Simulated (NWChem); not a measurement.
# chloromethane (CH₃Cl); SMILES CCl

Computed with NWChem. Pople sets run with spherical d functions. Coordinates come from a PBE0/def2-SVP optimisation. Isotropic polarisability at PBE0/6-31+G*. A Cauchy series cut after its second term is a line in ω².

```csv
row,ω² (10⁻³ Ha²),α (bohr³)
static,0.00,22.57
1065 nm,1.83,withheld
589 nm,5.98,23.12
400 nm,12.97,23.82
```

**Question.** Fit a straight line of the last column on the one before it, predict the withheld value, and compare with the run.

**Answer.** 
1. Means of the 3 shown rows: x = 6.317, y = 23.170. Slope Σ(x − x̄)(y − ȳ)/Σ(x − x̄)² = 8.132/84.28 = 0.09648; intercept 22.561.
2. The shown rows scatter about the line by 0.012 (root mean square); the largest residual is -0.02, at 589 nm.
3. At x = 1.83 (1065 nm; inside the shown range) the line gives 22.74.
4. The run gives 22.73, -0.01 from the line. The intercept estimates α(0), and the slope, 96.5 bohr³/Ha², the next Cauchy moment.
